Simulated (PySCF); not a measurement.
formaldehyde (CH2O), SMILES C=O.

Geometry: PBE-D3(BJ)/def2-TZVPD.

These are PBE-D3(BJ)/def2-TZVPD run with PySCF 2.14.0 values and carry that method's errors.

Harmonic, unscaled wavenumbers; measured fundamentals usually lie a few per cent lower.

```tsv
mode	ν (cm⁻¹)	IR (km/mol)	moving atoms (share of kinetic energy)
1	1148	6.3	H 71 %, C 27 %
2	1218	8.8	H 73 %, C 20 %
3	1477	9.2	H 91 %, O 9 %
4	1762	103.8	C 56 %, O 38 %
5	2794	81.4	H 96 %
6	2840	138.1	H 89 %, C 11 %
```
